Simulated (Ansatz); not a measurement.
1T (CdI2-type) TiTe₂, treated with rVV10 in Ansatz (PAW).

Numerical settings: plane-wave cutoff 500 eV, 12×12×6 k mesh (along the axes of the cell as run), Fermi–Dirac smearing 0.05 eV, scalar-relativistic PAW data made under PBE.

Computed at the level's own relaxed cell.

**Question.** Give the computed equilibrium volume per atom, equilibrium lattice constant a and c axis length.

**Answer.** 
- equilibrium volume per atom: 27.97 Å³/atom
- equilibrium lattice constant a: 3.827 Å
- c axis length: 6.615 Å

Spin–orbit coupling is not included.

Static lattice: no zero-point or thermal effects.

The result took roughly 2.9 core-minutes.

Ansatz is a quantum-chemistry and plane-wave program.
